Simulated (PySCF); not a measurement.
Excitation energies in several basis sets

ClF.
InChI=1S/ClF/c1-2

TDDFT with PBE0 (PySCF), vertical singlets, core orbitals frozen in the response, spherical d and f functions. Isolated species at its PBE0-D3(BJ)/def2-SVP geometry, gas phase.

Question: Compare 6-31G*, def2-SVP, 6-31+G*, def2-SVPD, aug-cc-pVDZ, def2-TZVP, def2-TZVPD and aug-cc-pVTZ for this molecule.

Answer: 

| basis | functions | diffuse | S1 (eV) | S2 (eV) | S3 (eV) | S4 (eV) | S5 (eV) | LUMO (eV) | α (au) |
| --- | --- | --- | --- | --- | --- | --- | --- | --- | --- |
| 6-31G* | 32 | no | 4.11 | 4.11 | 7.93 | 7.93 | 12.52 | -2.81 | 10.3 |
| def2-SVP | 32 | no | 4.17 | 4.17 | 8.04 | 8.04 | 12.74 | -2.78 | 9.9 |
| 6-31+G* | 40 | yes | 4.00 | 4.00 | 7.98 | 7.98 | 9.04 | -3.37 | 12.6 |
| def2-SVPD | 50 | yes | 3.99 | 3.99 | 8.02 | 8.02 | 9.35 | -3.47 | 18.0 |
| aug-cc-pVDZ | 50 | yes | 3.99 | 3.99 | 8.03 | 8.03 | 9.42 | -3.34 | 17.1 |
| def2-TZVP | 68 | no | 4.00 | 4.00 | 8.06 | 8.06 | 11.82 | -3.20 | 13.0 |
| def2-TZVPD | 86 | yes | 3.96 | 3.96 | 8.05 | 8.05 | 9.30 | -3.34 | 18.4 |
| aug-cc-pVTZ | 96 | yes | 3.99 | 3.99 | 8.08 | 8.08 | 9.19 | -3.30 | 18.1 |

States are compared by their number. Against the largest diffuse basis here (aug-cc-pVTZ, itself not a converged limit), sets without diffuse functions differ by up to 0.18 eV in S1 and 3.55 eV in S5; the smaller diffuse sets differ by up to 0.04 and 0.23 eV. State by state, the largest deviation of a set without diffuse functions is S1 0.18, S2 0.18, S3 0.14, S4 0.14, S5 3.55 eV. The same number needn't mean the same state in each row. Against aug-cc-pVTZ the polarisability deviates by -43% in 6-31G*, -46% in def2-SVP, -30% in 6-31+G*, -1% in def2-SVPD, -6% in aug-cc-pVDZ, -28% in def2-TZVP, +2% in def2-TZVPD.
